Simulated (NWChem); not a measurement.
System: CH4S cation, doublet; SMILES of the neutral closed-shell parent CS

```xyz
6

C     -1.0465    -0.4407     0.0556
S      0.5483     0.3184    -0.0382
H     -1.1297    -0.9973     1.0095
H     -1.8042     0.3515    -0.0113
H     -1.1519    -1.1698    -0.7713
H      1.3242    -0.8019     0.0590
```
Atoms are numbered in this order, from 1.

Computed with NWChem. Spin-unrestricted. The geometry was optimised at PBE0/def2-SVP, spin-unrestricted. The spin multiplicity was typed, not searched, and may not be the lowest. No stability test was run on the SCF state. COSMO at B3LYP/def2-SVP, default radii, gas-phase geometry; f = (ε − 1)/ε scales the surface charges.

| row | f | electrostatic solvation energy (kcal/mol) |
|---|---|---|
| ε = 1.5 | 0.3333 | -22.89 |
| ε = 2.0 | 0.5000 | withheld |
| ε = 3.9 | 0.7436 | -51.18 |
| ε = 20.7 | 0.9517 | -65.58 |
| ε = 37.5 | 0.9733 | -67.08 |

Q: Fit a straight line of the last column on the one before it, predict the withheld value, and compare with the run.

A: 
1. Means of the 4 shown rows: x = 0.75048, y = -51.682. Slope Σ(x − x̄)(y − ȳ)/Σ(x − x̄)² = -18.24/0.2642 = -69.04; intercept 0.130.
2. The shown rows scatter about the line by 0.016 (root mean square); the largest residual is +0.03, at ε = 3.9.
3. At x = 0.5000 (ε = 2.0; inside the shown range) the line gives -34.39.
4. The run gives -34.37, +0.02 from the line.
